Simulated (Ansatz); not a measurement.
# AlHO (singlet): the correlation ladder, 6-31G

The task here is to estimate one member of a computed series from the others.

Method: 6-31G, core rule «outside noble gas», up to 6 orbitals frozen; program: Ansatz 0.2.0, Gaussian basis.

To be run: UHF; CCSD(T) on RHF; BCCD(T) on RHF; CISD; CCSDT(Q) on RHF; CISDTQ; CCSDTQ on RHF; Full CI.

15 further runs of the same task are left out: 7 for a known fault of the program, 2 that didn't finish, 6 set aside as unsound or not needed.

## What is computed

The geometry is a PBE0/def2-TZVP stationary point (not a proven minimum).

3 atoms, charge 0, spin multiplicity 1.

Atoms are counted from 1 here; the program's logs count them from 0.

Bond lengths: Al1–O2 1.674 Å, O2–H3 0.950 Å. Angles: Al1–O2–H3 180.0°.

As a file:

```
atom   x (Å)   y (Å)    z (Å)
 Al1  0.0000  0.0000   1.4330
  O2  0.0000  0.0000  -0.2415
  H3  0.0000  0.0000  -1.1915
```

Set-up of the first run:

Input file in.yaml:

```yaml
crystal:
  periodic: [false, false, false]
  atoms:
    - {symbol: Al, position_ang: [0.000000, 0.000000, 1.432992]}
    - {symbol: O, position_ang: [0.000000, 0.000000, -0.241478]}
    - {symbol: H, position_ang: [0.000000, 0.000000, -1.191514]}
basis:
  gaussian: {orbitals: 6-31G}
magnetization: {spin_polarized: true, initial_magnetization: 0}
hamiltonian: {xc: hf}
output: {orbitals: {seedname: orbitals}}
```

Started as:

```sh
$ ansatz run in.yaml --threads 1 --pin off --events-out ev --progress --plain --max-ram 2393MiB
```

Steps of the session up to this table: UHF; CCSD(T) on RHF; BCCD(T) on RHF; CISD; CCSDT(Q) on RHF; CISDTQ; CCSDTQ on RHF; Full CI.

One of the session's tables, all rows but one given; the rest of the session is left out.

```
   method  from FCI (meV)
      RHF         +4567.0
     RMP2          +420.6
     CISD          +400.0
    RCCSD           +96.0
 RCCSD(T)               ?
  BCCD(T)           +17.7
   RCCSDT           +16.7
   CISDTQ           +19.8
RCCSDT(Q)            -2.2
  RCCSDTQ             0.0
      FCI               0
```

**Question.** Estimate the row for RCCSD(T).

As computed: from FCI (meV): +22.5. In the column «from FCI (meV)» it lies between CISDTQ (+19.8) and RCCSD (+96.0).

With the free atoms at the same levels and basis (separate runs), the atomisation energy is 8.379 eV at FCI, 8.360 eV at RCCSD(T), 6.197 eV at RHF.

Limits of these values: RCCSDT(Q) falls below full CI, which methods that aren't variational can do.
